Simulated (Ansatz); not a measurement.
# C₂H₄Cl+: one structure at several levels

The task here is to estimate one member of a computed series from the others.

Program: Ansatz 0.2.0, Gaussian basis. Level of theory: single points in def2-TZVPP. These are calculated values, not measurements.

Correlated methods freeze the cores.

## The starting structure

SMILES `[CH2+]CCl`, 7 atoms, charge 1, spin multiplicity 1.

Atoms are counted from 1 here; the program's logs count them from 0.

Bond lengths: C1–C2 1.393 Å, C1–H4 1.103 Å, C1–H5 1.071 Å, C2–Cl3 1.787 Å, C2–H6 1.135 Å, C2–H7 1.171 Å. Angles: C2–C1–H4 122.4°, C2–C1–H5 124.1°, H4–C1–H5 113.4°, C1–C2–Cl3 122.4°, C1–C2–H6 111.4°, C1–C2–H7 110.2°, Cl3–C2–H6 108.0°, Cl3–C2–H7 107.7°, H6–C2–H7 93.3°.

Geometry (Å):

```xyz
7

C    -0.76250   -0.06080   -0.41240
C     0.46170   -0.01600    0.25020
Cl    1.17190    1.51180    0.84660
H    -1.21520   -1.00610   -0.75450
H    -1.36210    0.80090   -0.62650
H     1.26450   -0.57470   -0.32550
H     0.46940   -0.78150    1.13680
```

Set-up of the first run:

File run/in.yaml:

```yaml
crystal:
  periodic: [false, false, false]
  atoms:
    - {symbol: C, position_ang: [-0.762500, -0.060800, -0.412400]}
    - {symbol: C, position_ang: [0.461700, -0.016000, 0.250200]}
    - {symbol: Cl, position_ang: [1.171900, 1.511800, 0.846600]}
    - {symbol: H, position_ang: [-1.215200, -1.006100, -0.754500]}
    - {symbol: H, position_ang: [-1.362100, 0.800900, -0.626500]}
    - {symbol: H, position_ang: [1.264500, -0.574700, -0.325500]}
    - {symbol: H, position_ang: [0.469400, -0.781500, 1.136800]}
basis:
  gaussian: {orbitals: def2-TZVPP}
total_charge: 1
correlation: {method: ccsd_t}
output: {forces: true}
```

The command line of these runs was not kept.

Among the steps run: CCSD(T)/def2-TZVPP; PBE0-D4/def2-TZVPP; wB97M-V/def2-TZVPP; r2SCAN-D4/def2-TZVPP; PBE-D4/def2-TZVPP; r2SCAN0-D4/def2-TZVPP; LC-wPBE/def2-TZVPP.

One of the session's tables, all rows but one given; the rest of the session is left out.

| method | RMS force component (eV/Å) | angle to CCSD(T) forces (°) |
| --- | --- | --- |
| CCSD(T) | 0.765 | reference |
| PBE0-D4 | 0.700 | 13.4 |
| wB97M-V | 0.717 | 8.3 |
| r2SCAN-D4 | 0.650 | 11.2 |
| PBE-D4 | 0.604 | 16.3 |
| r2SCAN0-D4 | 0.737 | 12.8 |
| LC-wPBE | ? | ? |

**Question.** Estimate the row for LC-wPBE.

The run gave: RMS force component (eV/Å): 0.786; angle to CCSD(T) forces (°): 14.7. In the column «RMS force component (eV/Å)» it is the highest.
